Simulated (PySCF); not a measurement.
**OH−: from the state search to spectroscopic constants**

Aim: find the lowest electronic state of OH−, scan its bond at several levels of theory, and get bond length, wavenumber and dissociation energy from each curve.

Computed with PySCF 2.14.0. Level: H aug-pcseg-1, O aug-pcseg-1, no relativity.

2 further runs of the same task are left out: 2 set aside as unsound or not needed.

### Step 1. Input

A driver script around PySCF takes these settings:

| Property | Result |
| --- | --- |
| atoms | H, O |
| charge | -1 |
| basis | H aug-pcseg-1, O aug-pcseg-1 |
| Hamiltonian | no relativity |
| basis functions | 32 |
| electrons treated | 10 |
| masses in u | 1.0078, 15.9949 |
| levels | PBE0, PBE, r²SCAN, B3LYP, revPBE, M06-L, MP2, SCS-MP2, CCSD, CCSD(T) |
| grid | 80 radial by 434 angular points |
| occupations | held fixed by the projection of orbital angular momentum |
| dissociation limit | H + O−, each in its ground configuration |
| starting distance in angstrom | 1.020 |
| values of 2S to try | 0, 2 |

Run with:

```bash
OMP_NUM_THREADS=1 python dia.py task.json out
```

The job searches for the state first and then visits each distance with every level. Its results follow level by level.

### Step 2. PBE0 along the bond

State followed: ¹Σ⁺ (singlet), closed shell. The scan is laid around 0.966 Å.

Output of the SCF at 0.966 Å:

```text
******** <class 'pyscf.dft.uks_symm.SymAdaptedUKS'> ********
method = SymAdaptedUKS
initial guess = minao
damping factor = 0
level_shift factor = 0
DIIS = <class 'pyscf.scf.diis.CDIIS'>
diis_start_cycle = 1
diis_space = 10
diis_damp = 0
SCF conv_tol = 1e-09
SCF conv_tol_grad = None
SCF max_cycles = 60
direct_scf = False
max_memory 909 MB (current use 246 MB)
number electrons alpha = 5  beta = 5
XC library pyscf.dft.libxc version 7.0.0
    S. Lehtola, C. Steigemann, M. J.T. Oliveira, and M. A.L. Marques.,  SoftwareX 7, 1–5 (2018)
XC functionals = PBE0
    C. Adamo and V. Barone.,  J. Chem. Phys. 110, 6158 (1999)
    M. Ernzerhof and G. E. Scuseria.,  J. Chem. Phys. 110, 5029 (1999)
small_rho_cutoff = 0
Overwritten attributes  get_k get_j get_jk get_hcore get_occ  of <class 'pyscf.dft.uks_symm.SymAdaptedUKS'>
Set gradient conv threshold to 3.16228e-05
init E= -75.6973894690058
cycle= 1 E= -75.7047327964143  delta_E= -0.00734  |g|= 0.0108  |ddm|= 0.026
cycle= 2 E= -75.7046633257157  delta_E= 6.95e-05  |g|= 0.0176  |ddm|= 0.0199
cycle= 3 E= -75.7047857490906  delta_E= -0.000122  |g|= 0.00374  |ddm|= 0.0127
cycle= 4 E= -75.7047913917579  delta_E= -5.64e-06  |g|= 0.000389  |ddm|= 0.00275
cycle= 5 E= -75.7047914575733  delta_E= -6.58e-08  |g|= 4.57e-05  |ddm|= 0.000299
cycle= 6 E= -75.7047914585027  delta_E= -9.29e-10  |g|= 1.88e-06  |ddm|= 3.73e-05
Extra cycle  E= -75.7047914584991  delta_E= 3.62e-12  |g|= 3.77e-06  |ddm|= 4.49e-06
converged SCF energy = -75.7047914584991  <S^2> = 5.3290705e-15  2S+1 = 1
```

Points of the scan, energies from the lowest:

```csv
R (Å),E (eV),μ (D),Mulliken charge of H (e),Mayer bond order,⟨S²⟩,HOMO (eV),LUMO (eV)
0.8308,0.6491,-1.26,0.01,1.11,0.00,0.83,4.28
0.8694,0.2991,-1.23,0.05,1.10,0.00,0.83,4.27
0.9080,0.0975,-1.19,0.09,1.08,0.00,0.83,4.26
0.9370,0.0225,-1.15,0.11,1.07,0.00,0.83,4.26
0.9660,0.0000,-1.11,0.13,1.06,0.00,0.83,4.25
0.9950,0.0201,-1.07,0.15,1.05,0.00,0.83,4.24
1.0336,0.0993,-1.02,0.17,1.04,0.00,0.82,4.23
1.0819,0.2614,-0.94,0.18,1.03,0.00,0.80,4.21
1.1399,0.5192,-0.83,0.18,1.02,0.00,0.77,4.19
1.2172,0.9252,-0.67,0.18,1.02,0.00,0.73,4.15
```

The fit gives Re = 0.966 Å, ωe = 3810 cm⁻¹, ωexe = 89.6 cm⁻¹, αe = 0.753 cm⁻¹, Be = 19.06 cm⁻¹, De = 4.77 eV, μ = -1.11 D.

Orbitals nearest the gap at 0.966 Å:

```csv
spin,orbital,ε (eV),filled,made of
both,σ,-16.94,yes,"O s 84 %, H s 14 %"
both,σ,-2.97,yes,"O p 63 %, H s 24 %, O s 11 %"
both,π,0.83,yes,O p 98 %
both,π,0.83,yes,O p 98 %
both,σ,4.25,no,"diffuse, shares unclear"
both,σ,7.34,no,"diffuse, shares unclear"
both,π,8.73,no,"diffuse, shares unclear"
```

Polarisability there: 21.3 bohr³ along the bond, 28.1 across it.

### Step 3. Orbitals, density and potential

Orbitals, density, ELF and potential are computed afterwards from the orbital file.

Frontier orbitals at PBE0, with the share of their density that lies nearest to each atom:

```csv
orbital,energy (eV),lies on
HOMO-1,0.83,O2 86 %; H1 14 %
HOMO,0.83,O2 86 %; H1 14 %
LUMO,4.25,H1 66 %; O2 34 %
```

ELF in a plane through or near 2 of the atoms.

Ten even steps from '0' (0.00) to '9' (0.98):
```
0000000000000000000000000000
0000000000001111111000000000
0000000000011223322110000000
0000000000012344443210000000
0000000000112345554221000000
0000000000112355665431000000
0000000012333467777542100000
0000000246666678888652100000
0000002578998877788752100000
0000012778999953528763100000
0000012778999953528763100000
0000002578998877788752100000
0000000246666678888652100000
0000000012333467777542100000
0000000000112355665431000000
0000000000112345554221000000
0000000000012344443210000000
0000000000011223322110000000
0000000000001111111000000000
0000000000000000000000000000
```
The map spans 6.2 Å across and 5.2 Å up, centred on the molecule. Atoms in the plane (x, y in Å): H1 (-0.5, 0.0), O2 (0.5, 0.0).

On the surface of density 0.002 e/bohr³ the electrostatic potential runs, from the 1st to the 99th percentile, from -7.95 V near O2 to -4.76 V near H1.

### Step 4. PBE (GGA)

Output of the SCF at 0.966 Å:

```text
******** <class 'pyscf.dft.uks_symm.SymAdaptedUKS'> ********
method = SymAdaptedUKS
initial guess = minao
damping factor = 0
level_shift factor = 0
DIIS = <class 'pyscf.scf.diis.CDIIS'>
diis_start_cycle = 1
diis_space = 10
diis_damp = 0
SCF conv_tol = 1e-09
SCF conv_tol_grad = None
SCF max_cycles = 60
direct_scf = False
max_memory 909 MB (current use 258 MB)
number electrons alpha = 5  beta = 5
XC library pyscf.dft.libxc version 7.0.0
    S. Lehtola, C. Steigemann, M. J.T. Oliveira, and M. A.L. Marques.,  SoftwareX 7, 1–5 (2018)
XC functionals = PBE
    J. P. Perdew, K. Burke, and M. Ernzerhof.,  Phys. Rev. Lett. 77, 3865 (1996)
    J. P. Perdew, K. Burke, and M. Ernzerhof.,  Phys. Rev. Lett. 78, 1396 (1997)
    J. P. Perdew, K. Burke, and M. Ernzerhof.,  Phys. Rev. Lett. 77, 3865 (1996)
    J. P. Perdew, K. Burke, and M. Ernzerhof.,  Phys. Rev. Lett. 78, 1396 (1997)
small_rho_cutoff = 0
Set gradient conv threshold to 3.16228e-05
init E= -75.7141603056295
cycle= 1 E= -75.7136399763548  delta_E= 0.00052  |g|= 0.0598  |ddm|= 0.12
cycle= 2 E= -75.6988366462973  delta_E= 0.0148  |g|= 0.198  |ddm|= 0.176
cycle= 3 E= -75.7153089254906  delta_E= -0.0165  |g|= 0.0106  |ddm|= 0.121
cycle= 4 E= -75.7153643413807  delta_E= -5.54e-05  |g|= 0.000517  |ddm|= 0.00924
cycle= 5 E= -75.7153644837664  delta_E= -1.42e-07  |g|= 0.000125  |ddm|= 0.000592
cycle= 6 E= -75.71536449064  delta_E= -6.87e-09  |g|= 1.57e-05  |ddm|= 7.87e-05
cycle= 7 E= -75.7153644907498  delta_E= -1.1e-10  |g|= 7.75e-07  |ddm|= 1.11e-05
Extra cycle  E= -75.7153644907473  delta_E= 2.52e-12  |g|= 2.56e-06  |ddm|= 2.34e-06
converged SCF energy = -75.7153644907473  <S^2> = 3.5527137e-15  2S+1 = 1
```

Re = 0.978 Å, ωe = 3642 cm⁻¹, ωexe = 89.2 cm⁻¹, αe = 0.767 cm⁻¹, Be = 18.58 cm⁻¹, De = 4.92 eV, μ = -1.03 D.

### Step 5. r²SCAN (meta-GGA)

Output of the SCF at 0.966 Å:

```text
******** <class 'pyscf.dft.uks_symm.SymAdaptedUKS'> ********
method = SymAdaptedUKS
initial guess = minao
damping factor = 0
level_shift factor = 0
DIIS = <class 'pyscf.scf.diis.CDIIS'>
diis_start_cycle = 1
diis_space = 10
diis_damp = 0
SCF conv_tol = 1e-09
SCF conv_tol_grad = None
SCF max_cycles = 60
direct_scf = False
max_memory 909 MB (current use 258 MB)
number electrons alpha = 5  beta = 5
XC library pyscf.dft.libxc version 7.0.0
    S. Lehtola, C. Steigemann, M. J.T. Oliveira, and M. A.L. Marques.,  SoftwareX 7, 1–5 (2018)
XC functionals = R2SCAN
    J. W. Furness, A. D. Kaplan, J. Ning, J. P. Perdew, and J. Sun.,  J. Phys. Chem. Lett. 11, 8208-8215 (2020)
    J. W. Furness, A. D. Kaplan, J. Ning, J. P. Perdew, and J. Sun.,  J. Phys. Chem. Lett. 11, 9248-9248 (2020)
    J. W. Furness, A. D. Kaplan, J. Ning, J. P. Perdew, and J. Sun.,  J. Phys. Chem. Lett. 11, 8208-8215 (2020)
    J. W. Furness, A. D. Kaplan, J. Ning, J. P. Perdew, and J. Sun.,  J. Phys. Chem. Lett. 11, 9248-9248 (2020)
small_rho_cutoff = 0
Set gradient conv threshold to 3.16228e-05
init E= -75.7477854837761
cycle= 1 E= -75.7478995978536  delta_E= -0.000114  |g|= 0.00251  |ddm|= 0.0258
cycle= 2 E= -75.7478807456747  delta_E= 1.89e-05  |g|= 0.00733  |ddm|= 0.00628
cycle= 3 E= -75.7479029520471  delta_E= -2.22e-05  |g|= 0.000441  |ddm|= 0.00432
cycle= 4 E= -75.747903042339  delta_E= -9.03e-08  |g|= 2.35e-05  |ddm|= 0.000426
cycle= 5 E= -75.7479030426357  delta_E= -2.97e-10  |g|= 8.81e-06  |ddm|= 5.37e-05
Extra cycle  E= -75.7479030425721  delta_E= 6.36e-11  |g|= 1.56e-05  |ddm|= 1.56e-05
converged SCF energy = -75.7479030425721  <S^2> = 3.5527137e-15  2S+1 = 1
```

Re = 0.969 Å, ωe = 3748 cm⁻¹, ωexe = 90.0 cm⁻¹, αe = 0.762 cm⁻¹, Be = 18.92 cm⁻¹, De = 4.81 eV, μ = -1.09 D.

### Step 6. B3LYP

Output of the SCF at 0.966 Å:

```text
******** <class 'pyscf.dft.uks_symm.SymAdaptedUKS'> ********
method = SymAdaptedUKS
initial guess = minao
damping factor = 0
level_shift factor = 0
DIIS = <class 'pyscf.scf.diis.CDIIS'>
diis_start_cycle = 1
diis_space = 10
diis_damp = 0
SCF conv_tol = 1e-09
SCF conv_tol_grad = None
SCF max_cycles = 60
direct_scf = False
max_memory 909 MB (current use 258 MB)
number electrons alpha = 5  beta = 5
XC library pyscf.dft.libxc version 7.0.0
    S. Lehtola, C. Steigemann, M. J.T. Oliveira, and M. A.L. Marques.,  SoftwareX 7, 1–5 (2018)
XC functionals = B3LYP
    P. J. Stephens, F. J. Devlin, C. F. Chabalowski, and M. J. Frisch.,  J. Phys. Chem. 98, 11623 (1994)
small_rho_cutoff = 0
Set gradient conv threshold to 3.16228e-05
init E= -75.796145957335
cycle= 1 E= -75.7965099015926  delta_E= -0.000364  |g|= 0.00453  |ddm|= 0.0735
cycle= 2 E= -75.7964945163328  delta_E= 1.54e-05  |g|= 0.00746  |ddm|= 0.00636
cycle= 3 E= -75.7965145471344  delta_E= -2e-05  |g|= 0.00215  |ddm|= 0.00584
cycle= 4 E= -75.7965165256769  delta_E= -1.98e-06  |g|= 0.000186  |ddm|= 0.00142
cycle= 5 E= -75.7965165412168  delta_E= -1.55e-08  |g|= 6.4e-06  |ddm|= 0.000164
cycle= 6 E= -75.7965165412358  delta_E= -1.9e-11  |g|= 1.19e-07  |ddm|= 4.7e-06
Extra cycle  E= -75.7965165412357  delta_E= 1.14e-13  |g|= 6.58e-08  |ddm|= 4.98e-07
converged SCF energy = -75.7965165412357  <S^2> = 5.3290705e-15  2S+1 = 1
```

Re = 0.969 Å, ωe = 3741 cm⁻¹, ωexe = 91.3 cm⁻¹, αe = 0.770 cm⁻¹, Be = 18.92 cm⁻¹, De = 4.81 eV, μ = -1.10 D.

### Step 7. revPBE

The SCF at the reference distance, 0.966 Å, printed:

```text
******** <class 'pyscf.dft.uks_symm.SymAdaptedUKS'> ********
method = SymAdaptedUKS
initial guess = minao
damping factor = 0
level_shift factor = 0
DIIS = <class 'pyscf.scf.diis.CDIIS'>
diis_start_cycle = 1
diis_space = 10
diis_damp = 0
SCF conv_tol = 1e-09
SCF conv_tol_grad = None
SCF max_cycles = 60
direct_scf = False
max_memory 909 MB (current use 259 MB)
number electrons alpha = 5  beta = 5
XC library pyscf.dft.libxc version 7.0.0
    S. Lehtola, C. Steigemann, M. J.T. Oliveira, and M. A.L. Marques.,  SoftwareX 7, 1–5 (2018)
XC functionals = PBE_R,PBE
    Y. Zhang and W. Yang.,  Phys. Rev. Lett. 80, 890 (1998)
    J. P. Perdew, K. Burke, and M. Ernzerhof.,  Phys. Rev. Lett. 77, 3865 (1996)
    J. P. Perdew, K. Burke, and M. Ernzerhof.,  Phys. Rev. Lett. 78, 1396 (1997)
small_rho_cutoff = 0
Set gradient conv threshold to 3.16228e-05
init E= -75.7714912100517
cycle= 1 E= -75.7707209111172  delta_E= 0.00077  |g|= 0.0612  |ddm|= 0.114
cycle= 2 E= -75.7556953256207  delta_E= 0.015  |g|= 0.199  |ddm|= 0.177
cycle= 3 E= -75.7724613120257  delta_E= -0.0168  |g|= 0.00935  |ddm|= 0.124
cycle= 4 E= -75.77250433756  delta_E= -4.3e-05  |g|= 0.000389  |ddm|= 0.00797
cycle= 5 E= -75.7725044155419  delta_E= -7.8e-08  |g|= 0.000104  |ddm|= 0.000431
cycle= 6 E= -75.7725044204429  delta_E= -4.9e-09  |g|= 6.83e-06  |ddm|= 6.83e-05
cycle= 7 E= -75.7725044204641  delta_E= -2.12e-11  |g|= 4.1e-07  |ddm|= 6.62e-06
Extra cycle  E= -75.7725044204636  delta_E= 5.4e-13  |g|= 1.25e-06  |ddm|= 1.09e-06
converged SCF energy = -75.7725044204636  <S^2> = 4.4408921e-15  2S+1 = 1
```

Re = 0.979 Å, ωe = 3628 cm⁻¹, ωexe = 90.1 cm⁻¹, αe = 0.773 cm⁻¹, Be = 18.55 cm⁻¹, De = 4.78 eV, μ = -1.02 D. 1.8 s of CPU time for 12 points, integrals apart.

### Step 8. M06-L (meta-GGA)

The SCF at the reference distance, 0.966 Å, printed:

```text
******** <class 'pyscf.dft.uks_symm.SymAdaptedUKS'> ********
method = SymAdaptedUKS
initial guess = minao
damping factor = 0
level_shift factor = 0
DIIS = <class 'pyscf.scf.diis.CDIIS'>
diis_start_cycle = 1
diis_space = 10
diis_damp = 0
SCF conv_tol = 1e-09
SCF conv_tol_grad = None
SCF max_cycles = 60
direct_scf = False
max_memory 909 MB (current use 259 MB)
number electrons alpha = 5  beta = 5
XC library pyscf.dft.libxc version 7.0.0
    S. Lehtola, C. Steigemann, M. J.T. Oliveira, and M. A.L. Marques.,  SoftwareX 7, 1–5 (2018)
XC functionals = M06L
    Y. Zhao and D. G. Truhlar.,  J. Chem. Phys. 125, 194101 (2006)
    Y. Zhao and D. G. Truhlar.,  J. Chem. Phys. 125, 194101 (2006)
    Y. Zhao and D. G. Truhlar.,  Theor. Chem. Acc. 120, 215 (2008)
small_rho_cutoff = 0
Set gradient conv threshold to 3.16228e-05
init E= -75.7655741381558
cycle= 1 E= -75.7663910071713  delta_E= -0.000817  |g|= 0.0331  |ddm|= 0.297
cycle= 2 E= -75.7644108956487  delta_E= 0.00198  |g|= 0.0779  |ddm|= 0.0699
cycle= 3 E= -75.7667983750569  delta_E= -0.00239  |g|= 0.00381  |ddm|= 0.0497
cycle= 4 E= -75.7668037814031  delta_E= -5.41e-06  |g|= 0.00138  |ddm|= 0.00734
cycle= 5 E= -75.7668044658795  delta_E= -6.84e-07  |g|= 0.000247  |ddm|= 0.00136
cycle= 6 E= -75.7668044906808  delta_E= -2.48e-08  |g|= 1.36e-05  |ddm|= 0.000622
cycle= 7 E= -75.7668044907699  delta_E= -8.91e-11  |g|= 8.54e-07  |ddm|= 3.89e-05
Extra cycle  E= -75.7668044907692  delta_E= 6.25e-13  |g|= 2.01e-06  |ddm|= 1.34e-05
converged SCF energy = -75.7668044907692  <S^2> = 6.2172489e-15  2S+1 = 1
```

Re = 0.964 Å, ωe = 3816 cm⁻¹, ωexe = 96.9 cm⁻¹, αe = 0.781 cm⁻¹, Be = 19.12 cm⁻¹, De = 4.71 eV, μ = -1.05 D.

### Step 9. Adding correlation

Reference: RHF; core orbitals frozen: 1.

Output of the coupled-cluster run at 0.966 Å:

```text
******** <class 'pyscf.cc.ccsd.CCSD'> ********
CC2 = 0
CCSD nocc = 4, nmo = 31
frozen orbitals [0]
max_cycle = 80
direct = 0
conv_tol = 1e-07
conv_tol_normt = 1e-05
diis_space = 8
diis_start_cycle = 0
diis_start_energy_diff = 1e+09
max_memory 909 MB (current use 259 MB)
Init t2, MP2 energy = -75.603710571419  E_corr(MP2) -0.235530184764552
Init E_corr(CCSD) = -0.235530184768028
cycle = 1  E_corr(CCSD) = -0.223876114843495  dE = 0.0116540699  norm(t1,t2) = 0.07358
cycle = 2  E_corr(CCSD) = -0.234106732907034  dE = -0.0102306181  norm(t1,t2) = 0.0298043
cycle = 3  E_corr(CCSD) = -0.232845527832087  dE = 0.00126120507  norm(t1,t2) = 0.0216772
cycle = 4  E_corr(CCSD) = -0.233924247500523  dE = -0.00107871967  norm(t1,t2) = 0.00660946
cycle = 5  E_corr(CCSD) = -0.234029715417565  dE = -0.000105467917  norm(t1,t2) = 0.00145207
cycle = 6  E_corr(CCSD) = -0.234000307072783  dE = 2.94083448e-05  norm(t1,t2) = 0.000573334
cycle = 7  E_corr(CCSD) = -0.23396907371936  dE = 3.12333534e-05  norm(t1,t2) = 0.000189542
cycle = 8  E_corr(CCSD) = -0.23396752375468  dE = 1.54996468e-06  norm(t1,t2) = 6.23834e-05
cycle = 9  E_corr(CCSD) = -0.233971348258368  dE = -3.82450369e-06  norm(t1,t2) = 2.66574e-05
cycle = 10  E_corr(CCSD) = -0.233971518509669  dE = -1.70251301e-07  norm(t1,t2) = 7.08138e-06
cycle = 11  E_corr(CCSD) = -0.233971281733204  dE = 2.36776465e-07  norm(t1,t2) = 3.46217e-06
cycle = 12  E_corr(CCSD) = -0.23397135292813  dE = -7.11949263e-08  norm(t1,t2) = 1.32858e-06
CCSD converged
E(CCSD) = -75.6021517395826  E_corr = -0.23397135292813
CCSD(T) correction = -0.00727884528682966
```

Correlation energy (eV) along the bond:

```csv
R (Å),MP2,SCS-MP2,CCSD,CCSD(T),T1
0.831,-6.212,-5.992,n/a,n/a,n/a
0.869,-6.271,-6.049,-6.245,-6.430,0.026
0.908,-6.328,-6.105,-6.294,-6.485,0.027
0.937,-6.369,-6.145,-6.331,-6.525,0.027
0.966,-6.409,-6.185,-6.367,-6.565,0.028
0.995,-6.447,-6.222,-6.402,-6.604,0.028
1.034,-6.494,-6.270,-6.448,-6.655,0.029
1.082,-6.545,-6.323,-6.503,-6.718,0.030
1.140,-6.596,-6.379,-6.567,-6.790,0.032
1.217,-6.639,-6.432,n/a,n/a,n/a
```

RHF-MP2: Re = 0.972 Å, ωe = 3793 cm⁻¹, ωexe = 76.9 cm⁻¹, αe = 0.695 cm⁻¹, Be = 18.82 cm⁻¹, De = 5.01 eV.

RHF-SCS-MP2: Re = 0.972 Å, ωe = 3775 cm⁻¹, ωexe = 81.7 cm⁻¹, αe = 0.720 cm⁻¹, Be = 18.82 cm⁻¹, De = 4.92 eV.

RHF-CCSD: Re = 0.970 Å, ωe = 3758 cm⁻¹, ωexe = 97.3 cm⁻¹, αe = 0.785 cm⁻¹, Be = 18.90 cm⁻¹, De = 4.71 eV.

RHF-CCSD(T): Re = 0.973 Å, ωe = 3715 cm⁻¹, ωexe = 98.2 cm⁻¹, αe = 0.793 cm⁻¹, Be = 18.79 cm⁻¹, De = 4.77 eV.

### Step 10. All curves

Energy (eV) from each level's lowest point:

```csv
R (Å),RHF-MP2,RHF-SCS-MP2,RHF-CCSD,RHF-CCSD(T),PBE,revPBE,r²SCAN,M06-L,B3LYP,PBE0
0.831,0.707,0.702,n/a,n/a,0.729,0.732,0.669,0.637,0.668,0.649
0.869,0.338,0.335,0.321,0.334,0.357,0.359,0.314,0.291,0.314,0.299
0.908,0.119,0.117,0.110,0.118,0.132,0.134,0.107,0.093,0.107,0.097
0.937,0.032,0.032,0.029,0.033,0.040,0.041,0.028,0.020,0.028,0.023
0.966,0.000,0.000,0.000,0.000,0.000,0.000,0.000,0.000,0.000,0.000
0.995,0.012,0.012,0.014,0.010,0.003,0.002,0.015,0.022,0.015,0.020
1.034,0.082,0.081,0.085,0.076,0.058,0.056,0.087,0.103,0.086,0.099
1.082,0.237,0.234,0.237,0.220,0.192,0.188,0.239,0.266,0.238,0.261
1.140,0.493,0.486,0.480,0.454,0.416,0.409,0.485,0.522,0.482,0.519
1.217,0.911,0.893,n/a,n/a,0.780,0.768,0.875,0.918,0.869,0.925
```

### Step 11. Constants by level of theory

Lowest PBE0 solution found, without spin–orbit coupling: ¹Σ⁺ (singlet), closed shell.

```csv
level,Re (Å),ωe (cm⁻¹),De (eV),μ (D)
RHF-MP2,0.972,3793,5.01,n/a
RHF-SCS-MP2,0.972,3775,4.92,n/a
RHF-CCSD,0.970,3758,4.71,n/a
RHF-CCSD(T),0.973,3715,4.77,n/a
PBE,0.978,3642,4.92,-1.03
revPBE,0.979,3628,4.78,-1.02
r²SCAN,0.969,3748,4.81,-1.09
M06-L,0.964,3816,4.71,-1.05
B3LYP,0.969,3741,4.81,-1.10
PBE0,0.966,3810,4.77,-1.11
```

De is counted to H + O− in their ground configurations. A positive dipole points from H to O; in an ion it is taken about the centre of mass and does not tell which atom is negative.

Time per point (s) on 1 thread, shared host (CPU time, shared integrals of 0.0083 s apart; correlated levels include their reference; CCSD comes with the CCSD(T) run); the times are rough: RHF-MP2 0.021, RHF-SCS-MP2 0.021, RHF-CCSD(T) 0.17, PBE 0.2, revPBE 0.15, r²SCAN 0.31, M06-L 0.34, B3LYP 0.24, PBE0 0.33.

In words: Bond lengths run from 0.964 Å (M06-L) to 0.979 Å (revPBE). Of the levels with a De here, RHF-CCSD gives the least (4.71 eV) and RHF-MP2 the most (5.01 eV).

Correlated steps freeze 1 core orbital. T1 is 0.028 near the minimum (highest on the curve 0.032), which may point to more than one leading configuration. With some functionals the highest level of the anion is positive, from self-interaction error or because the anion is truly unbound there; the finite basis then holds the extra electron, and no neutral molecule was run to test the binding.
